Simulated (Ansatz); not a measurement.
## HNC, singlet: reading a ladder of total energies

Geometry: displaced at random from a stationary point.

```csv
atom,x (Å),y (Å),z (Å)
N,0.0844,0.0052,0.0505
C,-0.0805,0.0136,-1.1014
H,-0.0039,-0.0188,1.0509
```

Basis cc-pVTZ; Ansatz 0.2.0. Correlated methods freeze the noble-gas cores, which leaves 10 electrons in 72 orbitals. R marks a restricted (for open shells ROHF) determinant.

Full CI isn't at hand for all of this; RCCSDT(Q) serves as the reference, and is uncertain by about the last step of the cluster series.

Runs differ by some tens of microhartree through their thresholds, so steps under 0.03 kcal/mol mean nothing.

```
    level  total energy (hartree)
      RHF              -92.891777
     RMP2              -93.223840
    RCCSD              -93.233248
 RCCSD(T)              -93.250404
   RCCSDT              -93.250571
RCCSDT(Q)              -93.251677
```

Question: What is the correlation energy at RCCSDT(Q), and what share of it do RMP2 and RCCSD(T) recover?

Answer: E(corr) = -93.251677 − (-92.891777) = -0.359900 hartree = -9.793 eV. RMP2: -0.332063 / -0.359900 = 92.27 %. RCCSD(T): -0.358627 / -0.359900 = 99.65 %.

Question: By how many kcal/mol does RCCSD(T) miss RCCSDT(Q) (1 hartree = 627.509 kcal/mol), and which steps make up the rest?

Answer: -93.250404 − (-93.251677) = 0.001273 hartree = 0.80 kcal/mol. Steps: RCCSDT − RCCSD(T) = -0.10, RCCSDT(Q) − RCCSDT = -0.69 kcal/mol. That is within 1 kcal/mol of the reference in this basis, which itself misses far more of the correlation at the basis-set limit.
